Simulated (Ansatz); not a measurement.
# SF₄: one species, many methods

An exercise on one series of results from a longer session: the logs are not shown, and one member is left open.

Computed with Ansatz 0.2.0, Gaussian basis. Level: functionals in def2-TZVPP, the program's frozen cores in correlated methods.

Plan: LDA (SPW92), PBE-D4, revPBE-D4, BLYP-D4, r2SCAN-D4, B97M-V, PBE0-D4, B3LYP-D4, r2SCANh-D4, r2SCAN0-D4, HSE06-D4, BHLYP-D4, CAM-B3LYP-D4, LC-ωPBE, ωB97X-V, ωB97M-V, B2PLYP, PBE-QIDH; CCSD(T)/def2-SVP; CCSD(T)/def2-TZVPP; MP2/def2-QZVPP; extrapolation to the limit; RPA on PBE.

### The geometry

The geometry comes from an earlier relaxation with PBE0-D4 in a triple-zeta def2 set; it is a stationary point.

SMILES `FS(F)(F)F`, 5 atoms, charge 0, spin multiplicity 1.

Atoms are counted from 1 here; the program's logs count them from 0.

Bond lengths: F1–S2 1.553 Å, S2–F3 1.649 Å, S2–F4 1.649 Å, S2–F5 1.553 Å. Angles: F1–S2–F3 87.6°, F1–S2–F4 87.6°, F1–S2–F5 101.3°, F3–S2–F4 172.5°, F3–S2–F5 87.6°, F4–S2–F5 87.6°.

Set-up of the first run:

File in.yaml:

```yaml
crystal:
  periodic: [false, false, false]
  atoms:
    - {symbol: F, position_ang: [-0.561173, -0.227980, 1.172798]}
    - {symbol: S, position_ang: [0.063988, -0.357355, -0.243004]}
    - {symbol: F, position_ang: [1.536709, -0.462000, 0.491432]}
    - {symbol: F, position_ang: [-1.440139, -0.077307, -0.858165]}
    - {symbol: F, position_ang: [0.400605, 1.124641, -0.563061]}
basis:
  gaussian: {orbitals: def2-TZVPP}
hamiltonian: {xc: lda}
output: {orbitals: {seedname: orbitals}}
```

Steps of the session up to this table: LDA; PBE-D4 (GGA); revPBE-D4 (GGA); BLYP-D4 (GGA); r2SCAN-D4 (meta-GGA); B97M-V (meta-GGA); PBE0-D4 (hybrid); B3LYP-D4 (hybrid); r2SCANh-D4 (hybrid); r2SCAN0-D4 (hybrid); HSE06-D4 (hybrid); BHLYP-D4 (hybrid); CAM-B3LYP-D4 (range-separated); LC-ωPBE-D4 (range-separated; the results give it without D4); ωB97X-V (range-separated); ωB97M-V (range-separated); B2PLYP (double hybrid); PBE-QIDH (double hybrid).

One of the session's tables, all rows but one given; the rest of the session is left out.

It belongs to the step «Frontier levels by functional». 

| functional | HOMO (eV) | LUMO (eV) | gap (eV) |
| --- | --- | --- | --- |
| LDA (SPW92) | ? | ? | ? |
| PBE-D4 | -8.15 | -2.91 | 5.24 |
| revPBE-D4 | -8.06 | -2.80 | 5.26 |
| BLYP-D4 | -8.11 | -2.84 | 5.27 |
| r2SCAN-D4 | -8.52 | -2.81 | 5.71 |
| B97M-V | -8.65 | -2.76 | 5.90 |
| PBE0-D4 | -9.82 | -1.93 | 7.89 |
| B3LYP-D4 | -9.62 | -2.24 | 7.38 |
| r2SCANh-D4 | -9.14 | -2.43 | 6.71 |
| r2SCAN0-D4 | -10.08 | -1.86 | 8.21 |
| HSE06-D4 | -9.41 | -2.32 | 7.09 |
| BHLYP-D4 | -11.46 | -0.87 | 10.60 |
| CAM-B3LYP-D4 | -11.33 | -0.78 | 10.56 |
| LC-ωPBE | -12.56 | 0.58 | 13.14 |
| ωB97X-V | -12.23 | 0.48 | 12.70 |
| ωB97M-V | -12.16 | 0.39 | 12.56 |

**Question.** Estimate the row for LDA (SPW92).

As computed: HOMO (eV): -8.40; LUMO (eV): -3.21; gap (eV): 5.19. In the column «HOMO (eV)» it lies between r2SCAN-D4 (-8.52) and PBE-D4 (-8.15).
